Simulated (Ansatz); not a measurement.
A calculation with Ansatz (development build ahead of 0.2.0).

```yaml
crystal:
  periodic: [false, false, false]
  atoms:
    - { symbol: O, position_ang: [0.0, 0.0, 2.3137] }
    - { symbol: Si, position_ang: [0.0, 0.0, 0.0] }
    - { symbol: Si, position_ang: [0.0, 0.0, -2.9019] }
basis:
  gaussian: { orbitals: STO-3G }
magnetization:
  spin_polarized: true
  initial_magnetization: 2
hamiltonian:
  xc: hf
```

The input is written out in the form of the current development build from the run's settings.

Results

```yaml
Converged: yes
Total_energy: -644.77183 hartree
Spin_squared_of_the_determinant: 3.723
Stability_test: minimum
```

Caution: the unrestricted determinant is a mixture of spin states; other spin multiplicities may lie lower.
